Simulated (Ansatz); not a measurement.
# SiNH₃ (singlet): the correlation ladder at distance Si1–H3 = 1.386 Å, cc-pVDZ

How much of the correlation energy of SiNH₃ (singlet) does each wave-function method recover here?

The runs use Ansatz 0.2.0, Gaussian basis; cc-pVDZ, core rule «outside noble gas», up to 6 orbitals frozen.

The runs, in order: UHF; CCSD(T) on RHF; BCCD(T) on RHF; CISD; CCSDT(Q) on RHF; CASSCF and MRCISD+Q, 2 electrons in 2 orbitals; CASSCF and NEVPT2, 2 electrons in 2 orbitals.

27 further runs of the same task are left out: 2 for a known fault of the program, 17 that didn't finish, 8 set aside as unsound or not needed.

### Step 1. The system

The geometry derives from a PBE0/def2-TZVP stationary point (not a proven minimum). One bond is set to the value named and the two fragments are kept rigid.

5 atoms, charge 0, spin multiplicity 1.

Atoms are counted from 1 here; the program's logs count them from 0.

Bond lengths: Si1–N2 1.707 Å, Si1–H3 1.386 Å, N2–H4 1.008 Å, N2–H5 1.008 Å. Angles: N2–Si1–H3 94.1°, Si1–N2–H4 126.3°, Si1–N2–H5 121.7°, H4–N2–H5 112.0°.

### Step 2. UHF

in.yaml

```yaml
crystal:
  periodic: [false, false, false]
  atoms:
    - {symbol: Si, position_ang: [0.000000, -0.077892, 0.625054]}
    - {symbol: N, position_ang: [0.000000, 0.052638, -1.076976]}
    - {symbol: H, position_ang: [0.000000, 1.292950, 0.829470]}
    - {symbol: H, position_ang: [0.000000, 0.908430, -1.609607]}
    - {symbol: H, position_ang: [0.000000, -0.762433, -1.670468]}
basis:
  gaussian: {orbitals: cc-pVDZ}
magnetization: {spin_polarized: true, initial_magnetization: 0}
hamiltonian: {xc: hf}
output: {orbitals: {seedname: orbitals}}
```

Command:

```sh
$ ansatz run in.yaml --threads 1 --pin off --events-out ev --progress --plain --max-ram 2393MiB
```

Further steps of the session: CCSD(T) on RHF; BCCD(T) on RHF; CISD; CCSDT(Q) on RHF; CASSCF and MRCISD+Q, 2 electrons in 2 orbitals; CASSCF and NEVPT2, 2 electrons in 2 orbitals.

Q: Predict the results of all the runs planned. Wanted: RCCSDT(Q) below the RHF energy; RMP2 from RCCSDT(Q); RCCSD from RCCSDT(Q); RCCSD(T) from RCCSDT(Q); NEVPT2 pair from RCCSDT(Q); MRCISD+Q pair from RCCSDT(Q); T1 diagnostic.

As calculated:

| quantity | value |
| --- | --- |
| RCCSDT(Q) below the RHF energy | -8.1608 eV |
| RMP2 from RCCSDT(Q) | +24.47 kcal/mol |
| RCCSD from RCCSDT(Q) | +5.94 kcal/mol |
| RCCSD(T) from RCCSDT(Q) | +0.92 kcal/mol |
| NEVPT2 pair from RCCSDT(Q) | +25.30 kcal/mol |
| MRCISD+Q pair from RCCSDT(Q) | +3.24 kcal/mol |
| levels within 1 kcal/mol (43 meV) | RCCSD(T), BCCD(T), RCCSDT |
| T1 diagnostic | 0.017 |

What this shows: RCCSD(T) lands +0.92 kcal/mol from the yardstick (0.5 % of the correlation energy). Of the multireference levels listed MRCISD+Q pair comes nearest in total energy (+3.24 kcal/mol), which doesn't show that its space is the better one. These misses are within one basis, not against nature.
